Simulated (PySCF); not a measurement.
# 2-methyl-2-butene: NMR shifts and spin-spin couplings

Aim: predict the NMR shifts and spin-spin couplings of 2-methyl-2-butene (`CC=C(C)C`).

Programs: PySCF 2.14.0, with density-fitted response routines of our own. Each step states its level of theory. These are calculated values for one molecule in the gas phase, unless marked as measured. Atoms count from 0, in the outputs and in this text.

**1. The starting structure**

15 atoms, charge 0, multiplicity 1; geometry from: GFN2-xTB.

Bonds of the start (Å): C0–C1 1.49, C1–C2 1.33, C2–C3 1.50, C2–C4 1.50, C0–H5 1.09, C0–H6 1.09, C0–H7 1.09, C1–H8 1.08, C3–H9 1.09, C3–H10 1.09, C3–H11 1.08, C4–H12 1.09, C4–H13 1.09, C4–H14 1.09.

**2. NMR shieldings: PBE0/pcSseg-1**

What the job is given:

```
{"job": {"kind": "nmr", "xc": "PBE0", "basis": "pcSseg-1"}, "charge": 0, "multiplicity": 1}
C      2.055337    -0.369029    -0.340800
C      0.791939     0.408631    -0.519850
C     -0.405723     0.168742    -0.001530
C     -0.753626    -0.974974     0.904538
C     -1.569319     1.071803    -0.297578
H      2.416703    -0.712371    -1.310488
H      1.927297    -1.232198     0.304645
H      2.825589     0.272771     0.087807
H      0.904649     1.274652    -1.161800
H     -1.541586    -1.578038     0.453233
H     -1.133435    -0.593362     1.852342
H      0.095098    -1.618768     1.109898
H     -1.279783     1.888064    -0.953983
H     -2.371883     0.509753    -0.774746
H     -1.965671     1.492312     0.626401
```

With the program's defaults for keys left out, this is: GIAO PBE0/pcSseg-1 NMR shielding, non-relativistic, gas phase.

**Question.** This job is followed by: B3LYP/pcJ-1 indirect spin-spin coupling, non-relativistic, gas phase. What will the session give for the following? ¹³C shifts against TMS (PBE0/pcSseg-1); ¹H shifts against TMS (PBE0/pcSseg-1, means over atoms taken as alike); largest coupling of the table (B3LYP/pcJ-1).

**Answer**, as computed:

| quantity | value |
| --- | --- |
| ¹³C shifts against TMS (PBE0/pcSseg-1) | 138.1, 126.9, 29.3, 18.9, 17.0 ppm |
| ¹H shifts against TMS (PBE0/pcSseg-1, means over atoms taken as alike) | 5.53, 1.78, 1.75, 1.72 ppm |
| largest coupling of the table (B3LYP/pcJ-1) | ¹J(C,H) C1–H8, 155.6 Hz |

**Reading.** The most deshielded hydrogen is H8 (hydrogen on an alkene CH), at 5.53 ppm: attached to an sp2 carbon and in the plane of the double bond. At PBE0/pcSseg-1: The largest span, 223 ppm, is at C2, where the paramagnetic term is -212 ppm. In the run at B3LYP/pcJ-1, the largest coupling of the table is C1–H8, 155.6 Hz, of which the Fermi-contact term gives 154.2 Hz.
